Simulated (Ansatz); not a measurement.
# Iron, bcc: convergence with the k-point mesh

Computed with Ansatz, LDA, scalar-relativistic PAW, on the relaxed cell (a = 2.749 Å; ferromagnetic, net 1.99 μB per atom). Errors count from a run at 420 eV on a Γ-centred 26×26×26 mesh with Fermi-Dirac smearing of 0.05 eV, extrapolated to zero width. Fixed here: cutoff 420 eV, Fermi-Dirac width 0.05 eV.

```csv
k-mesh,E(σ→0) error (meV/atom),P (GPa),sphere moment (μB),SCF iterations
4×4×4,-26.6,-4.33,1.83,14
6×6×6,-26.9,3.14,2.16,11
8×8×8,9.9,0.58,1.99,11
10×10×10,-3.9,0.74,2.01,11
13×13×13,-2.2,0.45,2.00,10
17×17×17,-0.7,1.02,2.02,10
23×23×23,-1.2,0.42,1.99,10
```

Problem. What does the run at 3×3×3 give (k-mesh)?

Solution. E(σ→0) error (meV/atom): 156.3; P (GPa): 15.35; sphere moment (μB): 2.40; SCF iterations: 11.

Within 5 meV/atom of the last row: from 10×10×10 on.
